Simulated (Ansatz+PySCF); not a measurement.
Values are calculated unless marked as measured or tabulated.
Input for Ansatz (development build ahead of 0.2.0):

```yaml
crystal:
  periodic: [false, false, false]
  atoms:
    - { symbol: Li, position_ang: [0.0, 0.0, 0.0] }
    - { symbol: H, position_ang: [2.1022, 0.0, 1.21371] }
    - { symbol: H, position_ang: [-2.1022, 0.0, 1.21371] }
basis:
  gaussian: { orbitals: "6-31G" }
magnetization:
  initial_magnetization: 1
hamiltonian:
  xc: hf
correlation:
  method: fci
  frozen_orbitals: { H: 0, Li: 0 }
```

The input is written out in the form of the current development build from the run's settings.

Results

```yaml
Converged: yes
Total_energy: -8.47823 hartree
State: lowest doublet root, of any spatial symmetry
```
